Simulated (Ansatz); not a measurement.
System: glyoxal, C2H2O2 (charge 0, singlet). 
Coordinates optimised at B3LYP-D3(BJ)/def2-TZVP (Ansatz, a quantum-chemistry and plane-wave program):
SMILES: C(C=O)=O
```xyz
6

C      0.0079     0.7617    -0.0144
C     -0.0079    -0.7617     0.0144
O      1.0376     1.3794    -0.0260
H     -0.9919     1.2360    -0.0234
O     -1.0376    -1.3794     0.0260
H      0.9919    -1.2360     0.0234
```

Basis-set convergence of Hartree-Fock and MP2 correlation energies (hartree) with Ansatz. Cores are frozen in the correlated levels unless marked. No spin-orbit coupling. Non-relativistic.

The Hartree-Fock reference is unstable (checked in the largest basis), which strains HF and MP2. 

| basis | functions | E(HF) | E(corr, MP2) |
|---|---|---|---|
| cc-pVDZ | - | -226.61056 | -0.61431 |
| cc-pVTZ | 148 | -226.67672 | -0.76608 |
| cc-pVQZ | 280 | -226.69387 | -0.82197 |

Extrapolating the two largest sets (X = 3 and 4) as X^-3: E(corr) = (64·(-0.82197) - 27·(-0.76608))/37 = -0.8628 Eh, an estimate of the basis-set limit. The largest set recovers 95.3 % of it, the smallest 71.2 %.
